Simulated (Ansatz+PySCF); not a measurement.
Values are calculated unless marked as measured or tabulated.
Input for Ansatz (development build ahead of 0.2.0):

```yaml
crystal:
  periodic: [false, false, false]
  atoms:
    - { symbol: "N", position_ang: [0.0, 0.0, 0.0] }
    - { symbol: Si, position_ang: [0.90224, 1.20299, 2.60454] }
basis:
  gaussian: { orbitals: STO-3G }
total_charge: 1
hamiltonian:
  xc: hf
correlation:
  method: fci
  frozen_orbitals: { "N": 1, Si: 5 }
```

The input is written out in the form of the current development build from the run's settings.

Results

| Quantity | Value |
| --- | --- |
| Converged | yes |
| Total energy | -338.96459 hartree |
| State | lowest singlet root, of any spatial symmetry |
